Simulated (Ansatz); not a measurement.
Al(NH2Me)H3 (CH8AlN). Charge 0, multiplicity 3. Geometry r2SCAN-D4/def2-TZVP, that of the neutral singlet; atoms count from 1.

```xyz
11

Al   -0.826    1.339   -0.365
N    -0.271   -0.434    0.487
C     1.014   -0.963   -0.025
H    -1.014   -1.112    0.330
H    -0.217   -0.303    1.495
H     1.287   -1.910    0.447
H     0.924   -1.100   -1.101
H     1.789   -0.222    0.163
H    -0.909    0.878   -1.899
H     0.432    2.239    0.060
H    -2.209    1.589    0.408
```

At PBE0-D4/def2-TZVP a singlet of charge 0 lies 6.07 eV below the triplet at the same geometry.

(1) Estimate the Mulliken populations from the PBE0/def2-TZVP orbitals of Ansatz.

(2) Where does the spin sit?

(3) And the Mayer bond orders between heavy atoms (over 0.3)?

Answers

(1) 
| atom | charge (e) | spin (α − β) |
| --- | --- | --- |
| Al1 | -0.39 | 1.12 |
| N2 | -0.12 | -0.19 |
| C3 | -0.22 | -0.08 |
| H4 | 0.14 | 0.14 |
| H5 | 0.16 | 0.12 |
| H6 | 0.13 | 0.02 |
| H7 | 0.10 | 0.05 |
| H8 | 0.13 | 0.04 |
| H9 | 0.13 | 0.49 |
| H10 | -0.04 | 0.16 |
| H11 | -0.03 | 0.14 |
Mulliken values depend strongly on the basis.

(2) Summed by element: Al 1.12, N -0.19, C -0.08, H 1.16, of 2 unpaired in all. Largest on single atoms: Al1 1.12, H9 0.49, N2 -0.19.

(3) N2–C3 1.00 (1.48 Å).
